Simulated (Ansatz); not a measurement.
# AlH2N: the cost of one run

The runs use Ansatz 0.2.0, Gaussian basis; def2-QZVPP, core rule «outside noble gas», up to 6 orbitals frozen.

To be run: UHF; ROHF; CCSD(T) on UHF.

2 further runs of the same task are left out: 2 set aside as unsound or not needed.

## 1. What is computed

The geometry is a PBE0/def2-TZVP stationary point (not a proven minimum) of the parent state, kept for this charge and spin.

4 atoms, charge 0, spin multiplicity 5.

Atoms are counted from 1 here; the program's logs count them from 0.

Bond lengths: Al1–N2 1.882 Å, Al1–H3 1.583 Å, Al1–H4 1.583 Å. Angles: N2–Al1–H3 118.0°, N2–Al1–H4 118.0°, H3–Al1–H4 123.9°.

## 2. UHF

Contents of in.yaml:

```yaml
crystal:
  periodic: [false, false, false]
  atoms:
    - {symbol: Al, position_ang: [0.000000, 0.000000, 0.578264]}
    - {symbol: N, position_ang: [0.000000, 0.000000, -1.304184]}
    - {symbol: H, position_ang: [0.000000, 1.396938, 1.321934]}
    - {symbol: H, position_ang: [0.000000, -1.396938, 1.321934]}
basis:
  gaussian: {orbitals: "def2-QZVPP.json"}
magnetization: {spin_polarized: true, initial_magnetization: 4}
hamiltonian: {xc: hf}
output: {orbitals: {seedname: orbitals}}
```

The run is started by

```
$ ansatz run in.yaml --threads 1 --pin off --events-out ev --progress --plain --max-ram 2393MiB
```

**Question.** How long does this run take on 1 thread of Arm Neoverse V2, shared host, and how much memory does it need?

About 11 s, with a peak of 0.35 GiB.
